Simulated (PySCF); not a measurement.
Bonds (- single, = double, # triple, : aromatic): C1-C2 1.506 Å, C2-F3 1.374 Å. C1 carries H4, H5, H6; C2 carries H7, H8.

PySCF 2.14.0 with density-fitted response routines calculation with KT3/pcSseg-2 with gauge-including orbitals, structure optimised with PBE0-D3(BJ)/def2-SVP and B3LYP/pcJ-1 coupling constants; one computed conformer, no solvent, fast rotation and ring inversion assumed for equivalent nuclei, no relativistic terms.

Predict the 2D correlation tables (HSQC, COSY, HMBC).

Answers



HSQC (one-bond C–H):
| δH | δC | ¹J(C,H) (Hz) |
| --- | --- | --- |
| 4.50 (H7/H8) | 83.3 (C2) | 152 |
| 1.25 (H4/H5/H6) | 19.1 (C1) | 133 |

COSY cross peaks (|J| ≥ 2 Hz):
| δH | δH | abs. J (Hz) | bonds |
| --- | --- | --- | --- |
| 4.50 (H7/H8) | 1.25 (H4/H5/H6) | 7.9 | 3 |

HMBC (two and three bonds, |J| ≥ 2.5 Hz):
| δH | δC [abs. J in Hz] |
| --- | --- |
| 1.25 (H4/H5/H6) | 83.3 (C2) [3.3] |

Shifts are taken against calculated references (same method and geometry level): ¹H, ¹³C vs TMS.

Common functionals overestimate the size of one-bond C–F couplings by tens of Hz; these are unscaled. Unscaled 3J(H,H) at this level run about 10 % above measured values. Shifts are as computed, not scaled to solution data. Of 1211 compounds with measured shifts, 218 miss one by over three times the rms of a fit or turn the order of signals round; such compounds aren't used in these exercises.
